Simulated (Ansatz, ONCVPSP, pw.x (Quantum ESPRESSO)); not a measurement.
**Equation-of-state test of one ONCV potential (lithium (Li))**

- Element: lithium
- Generator: ONCVPSP 4.0.1
- Type: optimised norm-conserving Vanderbilt (ONCV)
- Functional: LDA (Perdew-Wang 92)
- Relativity: scalar-relativistic
- Frozen core: [He]
- Valence charge: 1
- Reference configuration: 2s1
- Partial waves: 2s: rc 3.40 bohr, ncon 4, nbas 8, qcut 1.6 1/bohr, 2 projectors, debl 3.6 Ha; p scattering state at 0.03 Ha: rc 3.00 bohr, ncon 4, nbas 7, qcut 2.8 1/bohr, local; d scattering state at 0.07 Ha: rc 3.30 bohr, ncon 5, nbas 8, qcut 3 1/bohr, 1 projector
- Local potential: the p channel
- Core correction: Teter function, fcfact 2.75, rcfact 1.6

In the p channel the program set the typed energies aside and used 0.050 Ha.

Atomic tests: cutoffs needed: 1.1 Ha and 7.7 Ha (the cutoffs (Ha) at which the residual kinetic energy of the hardest occupied pseudo-wave falls to 1 and 0.1 mHa per electron) The cutoffs count occupied waves only; projector 2 of the s channel, the hardest unoccupied one, needs 21 Ha at the loose tolerance.; ghost test: no bound ghost flagged; no localised positive-energy state flagged; largest excitation error: -10 meV (all-electron minus pseudo) for 2s0 2p1, out of 2 test configurations.

Crystal test: bcc Li in pw.x 7.5, no spin, 14³ k-points, Fermi–Dirac smearing 0.01 Ry, cutoffs 50/200 Ry. The reference is all-electron LAPW (Ansatz 0.2.0) with the same functional, mesh and smearing; V0 and B0 come from Birch–Murnaghan fits to the pressures at five volumes. Errors are pseudo minus all-electron; Δ is the rms difference of the E(V) curves that follow from these fits, minima aligned, over ±6 % about the mean V0. Mesh and smearing are coarse, so the numbers serve the comparison and aren't converged zero-temperature values; the lattice is a test structure that the element need not adopt.

All-electron: a0 = 3.366 Å (V0 = 19.06 Å³/atom), B0 = 15.0 GPa.

Task: How far does the potential miss the all-electron equation of state?

Result: mean pressure error (GPa): +1.02. The pressure does not cross zero within the volumes sampled, so no fit is given. The largest radius (3.40 bohr) exceeds half the bond length (2.76 bohr), so the spheres overlap, which is one possible source of error among others. This is a poor potential for the solid.

```tsv
V (Å³/atom)	P all-electron (GPa)	P pseudo (GPa)
18.133	0.82	1.87
18.610	0.38	1.42
19.087	-0.02	1.01
19.564	-0.37	0.64
20.041	-0.69	0.30
```

Task: At the middle volume, how do free energy and pressure move when the wave cutoff is lowered (ecutrho kept at four times it)?

Result:

```tsv
cutoff (Ry)	shift of F (meV/atom)	shift of P (GPa)
22	+3.2	+0.00
30	+0.9	-0.03
40	+0.0	-0.00
```

Input at the middle volume:

```
&control
  calculation='scf', prefix='x', pseudo_dir='./', outdir='./tmp', tstress=.true., disk_io='none'
/
&system
  ibrav=0, nat=1, ntyp=1, ecutwfc=50, ecutrho=200, nbnd=7,
  occupations='smearing', smearing='fd', degauss=0.01
/
&electrons
  conv_thr=1e-09, mixing_beta=0.4, electron_maxstep=70
/
ATOMIC_SPECIES
Li 1.0 Li.UPF
CELL_PARAMETERS angstrom
  -1.68354952 1.68354952 1.68354952
  1.68354952 -1.68354952 1.68354952
  1.68354952 1.68354952 -1.68354952
ATOMIC_POSITIONS crystal
Li 0.0000 0.0000 0.0000
K_POINTS automatic
14 14 14 0 0 0
```

```bash
pw.x < Li.scf.in > Li.scf.out
```

Lines of the output:

```
Message from routine setup:
     using ibrav=0 with symmetry is DISCOURAGED, use correct ibrav instead
     lattice parameter (alat)  =       5.5104  a.u.
     unit-cell volume          =     128.8055 (a.u.)^3
     number of electrons       =         1.00
     number of Kohn-Sham states=            7
     kinetic-energy cutoff     =      50.0000  Ry
     charge density cutoff     =     200.0000  Ry
     scf convergence threshold =      1.0E-09
     Exchange-correlation= SLA  PW   NOGX NOGC
     number of k points=   104  Fermi-Dirac smearing, width (Ry)=  0.0100
     iteration #  1     ecut=    50.00 Ry     beta= 0.40
     c_bands:  1 eigenvalues not converged
     c_bands:  1 eigenvalues not converged
     total energy              =      -0.56725031 Ry
     estimated scf accuracy    <       0.00000915 Ry
     iteration #  2     ecut=    50.00 Ry     beta= 0.40
     total energy              =      -0.56726096 Ry
     estimated scf accuracy    <       0.00000341 Ry
     iteration #  3     ecut=    50.00 Ry     beta= 0.40
     the Fermi energy is     0.5762 ev
!    total energy              =      -0.56726130 Ry
     estimated scf accuracy    <          6.9E-10 Ry
     smearing contrib. (-TS)   =      -0.00227592 Ry
     The total energy is F=E-TS. E is the sum of the following terms:
     one-electron contribution =       0.44015907 Ry
     hartree contribution      =       0.00008318 Ry
     xc contribution           =      -0.43328145 Ry
     ewald contribution        =      -0.57194618 Ry
     convergence has been achieved in   3 iterations
          total   stress  (Ry/bohr**3)                   (kbar)     P=       10.09
     Message from routine punch:
     Nothing written, as per user request (disk_io='none')
```

The run at the middle volume (104 k-points, 3 iterations) took about 4.1 s on one core of a shared host (Intel(R) Xeon(R) Platinum 8375C CPU @ 2.90GHz, 128 threads, 992 GiB, load 62).
